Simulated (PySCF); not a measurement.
C₆H₈.
SMILES with atom numbers: `[CH:1]1=[CH:2][C@@H:3]2[CH2:4][C@@H:5]2[CH2:6]1` (hydrogens: H7 on C1; H8 on C2; H9 on C3; H10, H11 on C4; H12 on C5; H13, H14 on C6)

The same species was optimised twice, with GFN2-xTB and with PBE0-D3(BJ)/def2-SVP (PySCF), and the same property calculations (PySCF, gas phase) were run on both structures.

```json
{"coordinate": "C1=C2 (Å)", "GFN2-xTB": "1.326", "PBE0-D3(BJ)/def2-SVP": "1.340", "change": "+0.014"}
{"coordinate": "C2–C3 (Å)", "GFN2-xTB": "1.480", "PBE0-D3(BJ)/def2-SVP": "1.488", "change": "+0.008"}
{"coordinate": "C3–C5 (Å)", "GFN2-xTB": "1.510", "PBE0-D3(BJ)/def2-SVP": "1.516", "change": "+0.006"}
{"coordinate": "C1–C6 (Å)", "GFN2-xTB": "1.503", "PBE0-D3(BJ)/def2-SVP": "1.507", "change": "+0.004"}
{"coordinate": "C5–C6 (Å)", "GFN2-xTB": "1.518", "PBE0-D3(BJ)/def2-SVP": "1.522", "change": "+0.004"}
{"coordinate": "C4–C5 (Å)", "GFN2-xTB": "1.496", "PBE0-D3(BJ)/def2-SVP": "1.498", "change": "+0.002"}
{"coordinate": "C3–C4 (Å)", "GFN2-xTB": "1.507", "PBE0-D3(BJ)/def2-SVP": "1.508", "change": "+0.001"}
{"coordinate": "C4–C5–C6 (°)", "GFN2-xTB": "116.4", "PBE0-D3(BJ)/def2-SVP": "118.3", "change": "+1.9"}
{"coordinate": "C2–C1–C6 (°)", "GFN2-xTB": "112.4", "PBE0-D3(BJ)/def2-SVP": "112.0", "change": "-0.4"}
{"coordinate": "C2–C3–C4 (°)", "GFN2-xTB": "114.4", "PBE0-D3(BJ)/def2-SVP": "114.8", "change": "+0.4"}
{"coordinate": "C2–C3–C5 (°)", "GFN2-xTB": "105.4", "PBE0-D3(BJ)/def2-SVP": "105.0", "change": "-0.4"}
{"coordinate": "C3–C5–C6 (°)", "GFN2-xTB": "107.3", "PBE0-D3(BJ)/def2-SVP": "107.6", "change": "+0.3"}
{"coordinate": "C1–C6–C5 (°)", "GFN2-xTB": "103.5", "PBE0-D3(BJ)/def2-SVP": "103.7", "change": "+0.2"}
{"coordinate": "C1–C2–C3 (°)", "GFN2-xTB": "111.3", "PBE0-D3(BJ)/def2-SVP": "111.5", "change": "+0.2"}
{"coordinate": "C3–C4–C5 (°)", "GFN2-xTB": "60.4", "PBE0-D3(BJ)/def2-SVP": "60.6", "change": "+0.2"}
```

Rotational constants: A = 6391, B = 4607, C = 3268 MHz (GFN2-xTB) against A = 6355, B = 4530, C = 3219 MHz (PBE0-D3(BJ)/def2-SVP). Atoms that the bonding makes alike are paired by their places after alignment.

On the GFN2-xTB structure: lowest singlet, TDDFT (eV) 6.45 [wB97X-D/def2-SVPD]; lowest triplet, Tamm–Dancoff (eV) 4.26 [wB97X-D/def2-SVPD]; isotropic polarisability (au) 63.2 [wB97X-D/def2-SVPD]; HOMO (eV) -8.44 [wB97X-D/def2-SVPD]; LUMO (eV) 2.24 [wB97X-D/def2-SVPD]; dipole (D) 0.31 [wB97X-D/def2-SVPD]; HOMO (eV) -6.62 [PBE0/pcSseg-1]; LUMO (eV) 0.53 [PBE0/pcSseg-1]; dipole (D) 0.30 [PBE0/pcSseg-1]; GIAO shielding of C1 (ppm) 51.2 [PBE0/pcSseg-1]; GIAO shielding of C2 (ppm) 43.0 [PBE0/pcSseg-1]; GIAO shielding of C3 (ppm) 158.6 [PBE0/pcSseg-1]; GIAO shielding of C4 (ppm) 167.0 [PBE0/pcSseg-1]; GIAO shielding of C5 (ppm) 168.2 [PBE0/pcSseg-1]; GIAO shielding of C6 (ppm) 146.0 [PBE0/pcSseg-1].

**Question.** What do these properties become on the PBE0-D3(BJ)/def2-SVP structure?

**Answer.** 
```
                                    property              level  on GFN2-xTB  on PBE0-D3(BJ)/def2-SVP  change
                  lowest singlet, TDDFT (eV)  wB97X-D/def2-SVPD         6.45                     6.39   -0.06
           lowest triplet, Tamm–Dancoff (eV)  wB97X-D/def2-SVPD         4.26                     4.16   -0.10
               isotropic polarisability (au)  wB97X-D/def2-SVPD         63.2                     64.5    +1.3
                                   HOMO (eV)  wB97X-D/def2-SVPD        -8.44                    -8.45   -0.01
                                   LUMO (eV)  wB97X-D/def2-SVPD         2.24                     2.16   -0.08
                                  dipole (D)  wB97X-D/def2-SVPD         0.31                     0.31    0.00
energy, GFN2-xTB geometry as zero (kcal/mol)  wB97X-D/def2-SVPD          0.0                     -1.0    -1.0
                                   HOMO (eV)      PBE0/pcSseg-1        -6.62                    -6.63   -0.01
                                   LUMO (eV)      PBE0/pcSseg-1         0.53                     0.44   -0.09
                                  dipole (D)      PBE0/pcSseg-1         0.30                     0.31   +0.01
energy, GFN2-xTB geometry as zero (kcal/mol)      PBE0/pcSseg-1          0.0                     -0.5    -0.5
                  GIAO shielding of C1 (ppm)      PBE0/pcSseg-1         51.2                     48.1    -3.1
                  GIAO shielding of C2 (ppm)      PBE0/pcSseg-1         43.0                     39.3    -3.7
                  GIAO shielding of C3 (ppm)      PBE0/pcSseg-1        158.6                    158.1    -0.5
                  GIAO shielding of C4 (ppm)      PBE0/pcSseg-1        167.0                    165.6    -1.4
                  GIAO shielding of C5 (ppm)      PBE0/pcSseg-1        168.2                    167.5    -0.7
                  GIAO shielding of C6 (ppm)      PBE0/pcSseg-1        146.0                    145.2    -0.8
```

The heavy atoms differ by 0.014 Å rms after alignment. Among bonds between heavy atoms C1=C2 changes most (+0.014 Å). Changes are differences of the printed values. Neither structure is proved a minimum here.

wB97X-D is run here without its empirical dispersion term; that term would change no orbital, density or response property at a fixed geometry.
